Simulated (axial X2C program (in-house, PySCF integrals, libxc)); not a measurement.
# NaP⁺: cheaper levels and CCSD(T), with spin–orbit coupling

All values were computed with an axial X2C code built on PySCF integrals. Two-component (2c) means X2C with spin–orbit coupling and atomic mean-field two-electron Coulomb and Gaunt terms. Basis: P dyall-v3z [8s7p2d1f], Na dyall-cv3z [9s8p5d2f] (cores contracted in-house); Gaussian nuclei, density fitting, unrestricted open shells. Masses: P 30.974 u, Na 22.990 u.

State: Ω = 3/2 (⟨Sz⟩ = 1.50, ⟨Lz⟩ = 0.00 at HF); fragments P + Na+.

```tsv
level	Re (Å)	ωe (cm⁻¹)	De (eV)
PBE0	3.032	132.0	0.270
HF	3.119	119.8	0.208
MP2	3.055	127.8	0.232
CCSD	3.058	127.8	0.238
PBEsol	3.019	133.4	0.294
```

Correlated methods: 13 electrons correlated (number of frozen shells: P 2 s, 1 p; Na 1 s), 191 virtual spin orbitals or spinors in MP2, 90 natural virtuals in coupled cluster.

CCSD(T), same Hamiltonian and basis:

Re = 3.052 Å, ωe = 128.7 cm⁻¹, De = 0.23 eV; T1 = 0.004 (Lee–Taylor normalisation).

(1) Give the differences from CCSD(T) in the columns below.

The state is a single determinant with fixed occupations, the lowest that a limited PBE0 search found. De is counted from the lowest determinant-based energies of the atoms at the same level, without counterpoise correction. Density functionals use the spin component along the axis (collinear). CCSD and (T) use frozen natural virtuals with an MP2 correction for the truncation; (T) itself is uncorrected, so its De runs slightly low. With several unpaired electrons one determinant need not be a pure state. This is the top spin component of a Σ state; components of lower Ω are not single determinants and can lie lower. The bond is weak, and without diffuse functions and with truncated virtuals even CCSD(T) can be tens of per cent off in De.

## Answers

(1) 

```json
{"level": "PBE0", "ΔRe (Å)": "-0.020", "Δωe (cm⁻¹)": "3.3"}
{"level": "HF", "ΔRe (Å)": "0.067", "Δωe (cm⁻¹)": "-8.9"}
{"level": "MP2", "ΔRe (Å)": "0.003", "Δωe (cm⁻¹)": "-0.9"}
{"level": "CCSD", "ΔRe (Å)": "0.006", "Δωe (cm⁻¹)": "-0.9"}
{"level": "PBEsol", "ΔRe (Å)": "-0.033", "Δωe (cm⁻¹)": "4.7"}
```
